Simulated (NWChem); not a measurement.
**AlNH3S (SMILES [NH2][Al][SH]) at 6 levels**

Aim: a comparison of 6 runs (UTPSSh/DGauss-DZVP, UTPSSh/jorge-DZP, UTPSSh/jorge-TZP, UTPSSh/MINI, UTPSSh/SBKJC-VDZ, UTPSSh/LANL2DZ) of AlNH3S. 

The results are computed with NWChem 7.3.0.

## Step 1: The structure to begin with

AlNH3S: 6 atoms, total charge 0, spin state doublet. SMILES: `[NH2][Al][SH]`. The shape is that of a PBE0-D4/def2-TZVP optimisation. This is one conformer, not always the lowest.

Bond lengths: N1–Al2 1.770 Å, Al2–S3 2.208 Å, N1–H4 1.009 Å, N1–H5 1.007 Å, S3–H6 1.343 Å. Angles: N1–Al2–S3 115.8°, Al2–N1–H4 125.1°, Al2–N1–H5 124.5°, Al2–S3–H6 93.4°, H4–N1–H5 110.4°.

## Step 2: Energy and forces at UTPSSh/DGauss-DZVP (run 1)

alh3ns.nw reads:

```
start alh3ns
memory stack 880 mb heap 220 mb global 1100 mb
charge 0

geometry units bohr noautosym nocenter noautoz
  N  -1.71870591  0.37170913 -1.84645140
  Al  0.27004186 -1.50006460  0.08579357
  S   2.59289322  0.58241359  2.85688796
  H  -1.85325441  2.27126183 -1.76368139
  H  -2.87861981 -0.31822988 -3.18740105
  H   3.66739149 -1.52803254  3.76754697
end

basis spherical bse
  * library DGauss-DZVP
end

dft
  xc xctpssh
  mult 2
  grid fine
  convergence energy 1e-08
  maxiter 100
  mulliken
  print low
end

task dft gradient
```

Run with:

```sh
$ nwchem alh3ns.nw > alh3ns.out
```

The program printed:

```text
[...]
 d= 0,ls=0.0,diis     1   -697.0903325208 -8.19D+02  1.59D-02  1.21D-01     1.2
[...]
 d= 0,ls=0.0,diis    10   -697.1622116402 -5.11D-09  1.41D-06  5.76D-09    10.2
[...]
         Total DFT energy =     -697.162211640160
      One electron energy =    -1206.490855181433
           Coulomb energy =      439.482520600875
    Exchange-Corr. energy =      -52.307560027542
 Nuclear repulsion energy =      122.153682967939
[...]
      Total Density - Mulliken Population Analysis
     ---------------------------------------------
    Atom       Charge   Shell Charges
 -----------   ------   -------------------------------------------------------
    1 N    7     7.97   2.00  0.84  0.75  3.01  1.35  0.02
    2 Al  13    12.59   2.00  2.00  0.75  0.39  5.99  1.21  0.06  0.19
    3 S   16    16.32   2.00  2.00  1.07  0.80  5.99  3.29  1.13  0.04
    4 H    1     0.63   0.54  0.08
    5 H    1     0.62   0.54  0.08
    6 H    1     0.86   0.55  0.31
[...]
      <S2> =      0.7524 (Exact =     0.7500)
                         DFT ENERGY GRADIENTS
    atom               coordinates                        gradient
                 x          y          z           x          y          z
   1 N      -1.718706   0.371709  -1.846451    0.001749  -0.002084   0.001645
   2 Al      0.270042  -1.500065   0.085794   -0.003577   0.008746  -0.002827
   3 S       2.592893   0.582414   2.856888   -0.001604  -0.003189  -0.002124
   4 H      -1.853254   2.271262  -1.763681    0.000661  -0.007078  -0.000134
   5 H      -2.878620  -0.318230  -3.187401    0.004363   0.002504   0.005035
   6 H       3.667391  -1.528033   3.767547   -0.001593   0.001101  -0.001595
 Task  times  cpu:       14.0s     wall:       14.0s
 Total times  cpu:       14.1s     wall:       14.1s
```

Wall time 15 s (1 thread of AMD EPYC 9R14 (Zen 4), shared host); peak memory 0.12 GiB.

## Step 3: Energy and gradient at UTPSSh/jorge-DZP (run 2)

alh3ns.nw reads:

```
start alh3ns
title "AlH3NS"
memory stack 880 mb heap 220 mb global 1100 mb

geometry noautosym nocenter noautoz
   N       -0.909500       0.196700      -0.977100
   Al       0.142900      -0.793800       0.045400
   S        1.372100       0.308200       1.511800
   H       -0.980700       1.201900      -0.933300
   H       -1.523300      -0.168400      -1.686700
   H        1.940700      -0.808600       1.993700
end

basis "ao basis" spherical bse
   N library jorge-DZP
   Al library jorge-DZP
   S library jorge-DZP
   H library jorge-DZP
end

dft
   xc xctpssh
   mult 2
   grid fine
   convergence energy 1e-08
   maxiter 100
   mulliken
   print low
end

task dft gradient
```

Run with:

```sh
$ nwchem alh3ns.nw > alh3ns.out
```

The program printed:

```text
[...]
 d= 0,ls=0.0,diis     1   -697.1855678953 -8.19D+02  1.05D-02  3.76D-01     1.5
[...]
 d= 0,ls=0.0,diis    11   -697.2596374330 -6.26D-09  6.51D-07  1.08D-09    13.7
[...]
         Total DFT energy =     -697.259637432994
      One electron energy =    -1207.026579548022
           Coulomb energy =      440.076368771902
    Exchange-Corr. energy =      -52.463118511469
 Nuclear repulsion energy =      122.153691854595
[...]
      Total Density - Mulliken Population Analysis
     ---------------------------------------------
    Atom       Charge   Shell Charges
 -----------   ------   -------------------------------------------------------
    1 N    7     7.48   0.94  1.03  0.76  0.68  2.97  1.08  0.01
    2 Al  13    12.64   0.45  0.84  0.64  0.16  1.90  0.79  0.36  5.61  0.45  0.87  0.34  0.26
    3 S   16    16.29   0.32  0.74  0.76  0.16  1.99  1.08  0.76  5.68  0.65  2.29  1.80  0.04
    4 H    1     0.86   0.70  0.11  0.04
    5 H    1     0.85   0.71  0.10  0.04
    6 H    1     0.88   0.71  0.14  0.03
[...]
      <S2> =      0.7525 (Exact =     0.7500)
                         DFT ENERGY GRADIENTS
    atom               coordinates                        gradient
                 x          y          z           x          y          z
   1 N      -1.718706   0.371709  -1.846451   -0.002922   0.002826  -0.002830
   2 Al      0.270042  -1.500064   0.085794   -0.001411   0.008692  -0.000483
   3 S       2.592893   0.582414   2.856888   -0.001103  -0.008295  -0.002197
   4 H      -1.853254   2.271262  -1.763681    0.001168  -0.012232  -0.000205
   5 H      -2.878620  -0.318230  -3.187401    0.007536   0.003981   0.008654
   6 H       3.667391  -1.528032   3.767547   -0.003268   0.005028  -0.002939
 Task  times  cpu:       18.9s     wall:       18.9s
 Total times  cpu:       18.9s     wall:       18.9s
```

It took 20 s on 1 thread of AMD EPYC 9R14 (Zen 4), shared host; peak memory 0.12 GiB.

Runs 3 to 4 aren't shown in full; the table further down has their settings and results.

## Step 4: Energy and gradient at UTPSSh/SBKJC-VDZ (core potential) (run 5)

alh3ns.nw reads:

```
START alh3ns
memory 2200 mb
charge 0

GEOMETRY noautosym nocenter noautoz
   N       -0.909500       0.196700      -0.977100
   Al       0.142900      -0.793800       0.045400
   S        1.372100       0.308200       1.511800
   H       -0.980700       1.201900      -0.933300
   H       -1.523300      -0.168400      -1.686700
   H        1.940700      -0.808600       1.993700
END

BASIS "ao basis" spherical bse
   * library SBKJC-VDZ
END

ECP bse
   N library SBKJC-VDZ
   Al library SBKJC-VDZ
   S library SBKJC-VDZ
END

DFT
   xc xctpssh
   mult 2
   grid fine
   convergence energy 1e-08
   maxiter 100
   mulliken
   noprint "final vectors analysis"
END

TASK dft gradient
```

Run with:

```sh
$ nwchem alh3ns.nw > alh3ns.out
```

The program printed:

```text
[...]
          Wavefunction type:  spin polarized.
          No. of atoms     :     6
          No. of electrons :    17
[...]
          Charge           :     0
          Spin multiplicity:     2
[...]
          AO basis - number of functions:    30
[...]
              XC Information
              --------------
                  TPSS hybrid Method XC Functional
                     Hartree-Fock (Exact) Exchange  0.100
                  TPSS metaGGA Exchange Functional  0.900
             TPSS03 metaGGA Correlation Functional  1.000
[...]
 d= 0,ls=0.0,diis     1    -23.7685717060 -4.96D+01  3.17D-02  9.59D-02     0.7
[...]
 d= 0,ls=0.0,diis    10    -23.8408351912 -6.48D-09  1.35D-06  1.38D-09     5.5
[...]
         Total DFT energy =      -23.840835191195
      One electron energy =      -87.651104653084
           Coulomb energy =       44.619278246183
    Exchange-Corr. energy =       -6.596440452674
 Nuclear repulsion energy =       25.787431668380
[...]
      Total Density - Mulliken Population Analysis
     ---------------------------------------------
    Atom       Charge   Shell Charges
 -----------   ------   -------------------------------------------------------
    1 N    5     5.90   1.21  3.14  0.31  1.25
    2 Al   3     2.51   0.99  1.16  0.26  0.10
    3 S    6     6.23   1.57  3.43  0.30  0.93
    4 H    1     0.70   0.45  0.24
    5 H    1     0.70   0.45  0.25
    6 H    1     0.96   0.44  0.52
[...]
      <S2> =      0.7527 (Exact =     0.7500)
[...]
  wavefunction    = open shell
                         DFT ENERGY GRADIENTS
    atom               coordinates                        gradient
                 x          y          z           x          y          z
   1 N      -1.718706   0.371709  -1.846451    0.002301  -0.002456   0.002193
   2 Al      0.270042  -1.500064   0.085794    0.005165   0.021513   0.008197
   3 S       2.592893   0.582414   2.856888   -0.004010  -0.027618  -0.007684
   4 H      -1.853254   2.271262  -1.763681   -0.000059  -0.014290  -0.001781
   5 H      -2.878620  -0.318230  -3.187401    0.008329   0.006538   0.009824
   6 H       3.667391  -1.528032   3.767547   -0.011726   0.016313  -0.010750
[...]
```

Run time: 7.2 s. Hardware: 1 thread of AMD EPYC 9R14 (Zen 4), shared host; peak memory 0.12 GiB.

## Step 5: Energy and gradient at UTPSSh/LANL2DZ (core potential) (run 6)

m1.nw reads:

```
echo
start m1
memory 2200 mb
geometry units angstrom noautosym nocenter noautoz
  N       -0.909500       0.196700      -0.977100
  Al       0.142900      -0.793800       0.045400
  S        1.372100       0.308200       1.511800
  H       -0.980700       1.201900      -0.933300
  H       -1.523300      -0.168400      -1.686700
  H        1.940700      -0.808600       1.993700
end
basis spherical bse
  N library LANL2DZ
  Al library LANL2DZ
  S library LANL2DZ
  H library LANL2DZ
end
ecp bse
  Al library LANL2DZ
  S library LANL2DZ
end
dft
  xc xctpssh
  mult 2
  grid fine
  convergence energy 1e-08
  maxiter 100
  mulliken
  noprint "final vectors analysis"
end
task dft gradient
```

Run with:

```sh
$ nwchem m1.nw > m1.out
```

The program printed:

```text
[...]
          Wavefunction type:  spin polarized.
          No. of atoms     :     6
          No. of electrons :    19
[...]
          Charge           :     0
          Spin multiplicity:     2
[...]
          AO basis - number of functions:    31
[...]
              XC Information
              --------------
                  TPSS hybrid Method XC Functional
                     Hartree-Fock (Exact) Exchange  0.100
                  TPSS metaGGA Exchange Functional  0.900
             TPSS03 metaGGA Correlation Functional  1.000
[...]
 d= 0,ls=0.0,diis     1    -68.6118273197 -1.00D+02  2.57D-02  1.04D-01     0.7
[...]
 d= 0,ls=0.0,diis    10    -68.6826471260 -4.26D-09  1.61D-06  1.32D-09     5.9
[...]
         Total DFT energy =      -68.682647125969
      One electron energy =     -158.231733400844
           Coulomb energy =       68.737604027889
    Exchange-Corr. energy =      -10.999341808970
 Nuclear repulsion energy =       31.810824055955
[...]
      Total Density - Mulliken Population Analysis
     ---------------------------------------------
    Atom       Charge   Shell Charges
 -----------   ------   -------------------------------------------------------
    1 N    7     8.08   2.00  0.81  0.84  3.11  1.33
    2 Al   3     2.28   0.68  0.44  0.90  0.26
    3 S    6     6.39   1.03  0.89  2.31  2.17
    4 H    1     0.66   0.50  0.16
    5 H    1     0.66   0.50  0.16
    6 H    1     0.91   0.51  0.40
[...]
      <S2> =      0.7527 (Exact =     0.7500)
[...]
  wavefunction    = open shell
                         DFT ENERGY GRADIENTS
    atom               coordinates                        gradient
                 x          y          z           x          y          z
   1 N      -1.718706   0.371709  -1.846451    0.003138  -0.003652   0.002956
   2 Al      0.270042  -1.500064   0.085794    0.008487   0.020037   0.011623
   3 S       2.592893   0.582414   2.856888   -0.006449  -0.024085  -0.009902
   4 H      -1.853254   2.271262  -1.763681    0.000130  -0.009186  -0.000961
   5 H      -2.878620  -0.318230  -3.187401    0.005298   0.004383   0.006278
   6 H       3.667391  -1.528032   3.767547   -0.010604   0.012502  -0.009994
[...]
```

Run time: 7.8 s. Hardware: 1 thread of AMD EPYC 9R14 (Zen 4), shared host; peak memory 0.12 GiB.

## Step 6: Overview of the runs

| run | level | core potential | energy (Eh) | ⟨S²⟩ | largest force (eV/Å) | wall time |
| --- | --- | --- | --- | --- | --- | --- |
| 1 | UTPSSh/DGauss-DZVP | – | -697.162212 | 0.752 | 0.507 | 15 s |
| 2 | UTPSSh/jorge-DZP | – | -697.259637 | 0.752 | 0.632 | 20 s |
| 3 | UTPSSh/jorge-TZP | – | -697.294389 | 0.753 | 0.294 | 75 s |
| 4 | UTPSSh/MINI | – | -693.446662 | 0.752 | 4.548 | 6.3 s |
| 5 | UTPSSh/SBKJC-VDZ (core potential) | SBKJC-VDZ | -23.840835 | 0.753 | 1.488 | 7.2 s |
| 6 | UTPSSh/LANL2DZ (core potential) | LANL2DZ | -68.682647 | 0.753 | 1.380 | 7.8 s |

## Step 7: Outcome

```
                       quantity         value
            run 6: total energy  -68.68265 Eh
           run 6: dipole moment        2.41 D
                    run 6: ⟨S²⟩         0.753
run 6: largest force on an atom    1.380 eV/Å
```

Over runs 4, 5, 6 the dipole moment (its size) runs from 2.37 D (UTPSSh/SBKJC-VDZ) to 2.80 D (UTPSSh/MINI). The two ends differ in basis and core potential. Some runs of one species differ in core potentials or relativity; totals across that change don't compare. In run 4 the basis is minimal, so the values are rough. All runs together took 2.2 min, the longest 75 s.
